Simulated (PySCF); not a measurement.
Molecule: Ethyl chloride, C₂H₅Cl.

Molfile (atoms numbered from 1):
```
C2H5Cl
     RDKit          3D

  8  7  0  0  0  0  0  0  0  0999 V2000
    0.7780    0.1682    0.0557 C   0  0  0  0  0  0  0  0  0  0  0  0
   -0.6512   -0.2904   -0.1022 C   0  0  0  0  0  0  0  0  0  0  0  0
   -1.8095    0.9889    0.3804 Cl  0  0  0  0  0  0  0  0  0  0  0  0
    0.9927    0.4354    1.1006 H   0  0  0  0  0  0  0  0  0  0  0  0
    1.4666   -0.6376   -0.2447 H   0  0  0  0  0  0  0  0  0  0  0  0
    0.9808    1.0487   -0.5712 H   0  0  0  0  0  0  0  0  0  0  0  0
   -0.8721   -1.1648    0.5256 H   0  0  0  0  0  0  0  0  0  0  0  0
   -0.8857   -0.5485   -1.1442 H   0  0  0  0  0  0  0  0  0  0  0  0
  1  2  1  0
  2  3  1  0
  1  4  1  0
  1  5  1  0
  1  6  1  0
  2  7  1  0
  2  8  1  0
M  END
```

Geometry PBE0-D3(BJ)/def2-SVP throughout; GIAO in PySCF 2.14, gas phase, one conformer, non-relativistic; equivalent atoms averaged; functional PBE0.

**Question.** How do the shifts δ (against TMS, HCl at the same level) depend on the basis set? (ppm; last column core-seconds on shared hosts with different chips, so compare them loosely)

**Answer.** 
```csv
basis set,functions,C2,C1,Cl3,H7/H8,H4/H5/H6,core-s
STO-3G,24,44.9,20.7,26.0,2.32,1.19,1.1
6-31G,41,41.3,19.8,59.0,3.36,1.45,2.2
pcSseg-0,41,44.8,21.2,72.8,3.15,1.48,2
6-31G*,56,40.3,19.2,66.8,3.29,1.29,2.7
def2-SVP,71,41.6,18.6,83.1,3.20,1.18,2.9
cc-pVDZ,71,44.6,20.4,90.7,3.30,1.27,3.5
pcSseg-1,83,45.5,20.8,103.6,3.38,1.36,4
aug-cc-pVDZ,118,45.1,19.9,106.1,3.57,1.46,5.6
"6-311+G(2d,p)",119,45.1,20.0,111.0,3.50,1.36,5.2
def2-TZVP,129,45.4,20.7,105.6,3.47,1.34,6
IGLO-III,164,45.7,21.0,111.0,3.51,1.36,8
cc-pVTZ,164,45.2,20.4,101.2,3.48,1.36,8.8
pcSseg-2,185,46.5,21.3,109.6,3.51,1.36,7.4
```

**Question.** Which nucleus moves most, in ppm?

**Answer.** Cl3 (chlorine bonded to C): from 26.0 ppm with STO-3G to 111.0 ppm with 6-311+G(2d,p). The smallest spread is 0.30 ppm, at H4/H5/H6. Proton shifts span only some 12 ppm, so a few tenths of a ppm matter as much there as several ppm in carbon.

**Question.** Taking the largest basis, pcSseg-2 (185 functions), as the yardstick, rank the others by their worst heavy-atom deviation.

**Answer.** IGLO-III 1.4 ppm (164 functions), 6-311+G(2d,p) 1.4 ppm (119 functions), aug-cc-pVDZ 3.5 ppm (118 functions), def2-TZVP 4.0 ppm (129 functions), pcSseg-1 6.0 ppm (83 functions), cc-pVTZ 8.4 ppm (164 functions), cc-pVDZ 18.9 ppm (71 functions), def2-SVP 26.5 ppm (71 functions), pcSseg-0 36.8 ppm (41 functions), 6-31G* 42.8 ppm (56 functions), 6-31G 50.6 ppm (41 functions), STO-3G 83.6 ppm (24 functions).

A small basis that lands close on one nucleus may do so by chance; judge by the trend and by all nuclei.
